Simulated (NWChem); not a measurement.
What SiH2 (SMILES [SiH2]) costs in NWChem

The species is SiH2 (3 atoms), meant as a singlet with charge 0. As SMILES, `[SiH2]`. Geometry: relaxed at PBE0-D4/def2-TZVP.

```xyz
3

Si   -0.4912    0.4686   -0.2136
H     0.8403    0.5786    0.5225
H    -0.3491   -1.0472   -0.3089
```

Program: NWChem 7.3.0. Hardware: 1 thread of Intel Xeon Platinum 8259CL at 2.50GHz (Skylake/Cascade Lake), shared host, so times are rough. Two-electron integrals are exact unless an approximation is named.

(1) Estimate their order by wall time, quickest first.
A. gradient at M06-2X/def2-SVPD, grid fine
B. energy and properties at CAM-B3LYP/pcseg-2, grid fine
C. energy and properties at CAM-B3LYP/pcseg-3, grid fine
D. energy and properties at CAM-B3LYP/pcseg-0, grid fine
E. gradient at M06-2X/def2-QZVPD, grid fine

## Answers

(1) D (1.6 s), A (4.5 s), B (13 s), E (61 s), C (2.8 min).
